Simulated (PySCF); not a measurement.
## Cl: ionisation energy

Cl [Ne] 3s2 3p5 (2P) → Cl⁺ [Ne] 3s2 3p4 (3P), as a difference of total energies. Computed with PySCF 2.14 in aug-cc-pVDZ-DK (5s4p2d, 27 functions), with scalar relativity by spin-free X2C-1e. Correlated levels: valence: [Ne] frozen. The calculations carry no spin-orbit coupling.

Q: Order these methods by the ionisation energy they give, lowest first.
A. r2SCAN
B. SCS-MP2 (valence)
C. CCSD (valence)
D. UHF

A: D (11.811 eV), C (12.536 eV), B (12.563 eV), A (13.040 eV).

Errors of the correlated levels include the incompleteness of this basis and the frozen core.

For comparison: 12.974 eV (measured; NIST levels, between the centres of gravity of the two terms).
